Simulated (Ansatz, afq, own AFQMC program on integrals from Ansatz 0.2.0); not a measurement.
## Atomization energy of Al$_{2}$H, doublet

```xyz
3

Al    0.0000    0.0000    0.3526
Al    0.0000    0.0000   -2.3244
H     0.0000    0.0000    1.9718
```

Connectivity, by distances: AlH–Al.

Atoms in their ground-state spins without spin–orbit coupling (mostly on UHF) minus the molecule (UHF), without zero-point energy. The geometry is a stationary point, not shown to be a minimum.

Basis cc-pVDZ. Only valence electrons are correlated. Ansatz 0.2.0 and our own AFQMC program on the same integrals; the CISD trial comes from CCSD amplitudes, and released means the phaseless constraint is let go. Free projection: walkers drawn from exp(T), propagated without any constraint. Its projection time is finite, and what remains of the start isn't in its error. Uncertainties: one standard error, sampling alone. The errors of all members are added in quadrature.

No full CI on the walks' own integrals is used here; CCSDT(Q) serves as the reference and is uncertain by about the last step of the cluster series. Each member takes its own surest rung, up to full CI.

Errors are counted within cc-pVDZ, not against nature.

Cautions: Al₂H (doublet): an unrestricted solution with more broken spin lies lower, its ph-AFQMC/CISD value lies 48 ± 10 meV above CCSDT(Q); other spins of the molecule weren't checked.

```csv
level,atomization energy (kJ/mol)
HF,260.3
MP2,346.4
```

**Question.** From these cheaper values, estimate the atomization energy at the reference level in cc-pVDZ.

**Answer.** 360.2 kJ/mol (CCSDT(Q) in cc-pVDZ).

```csv
level,atomization energy (kJ/mol),error against CCSDT(Q) (kJ/mol)
CCSD,348.8,-11.4
CCSD(T),357.2,-3.0
ph-AFQMC/CISD,356.2 ± 1.0,-4.0 ± 1.0
released AFQMC,358.9 ± 0.8,-1.3 ± 0.8
free AFQMC,359.8 ± 0.9,-0.3 ± 0.9
```

Correlation beyond CCSD(T) adds 3.0 kJ/mol. The perturbative (T) step is worth +8.5 kJ/mol.

Free projections are given only where their last times agree within the noise and don't stop above the reference; a slow remainder of the start can still hide under it. A walk keeps the symmetry of its determinant, which the program's search chose and which needn't be the lowest solution, so a lower state of the same spin and another symmetry isn't excluded. Released energies are given only where the last usable release times agree within the noise; a slower fall can still hide under it.
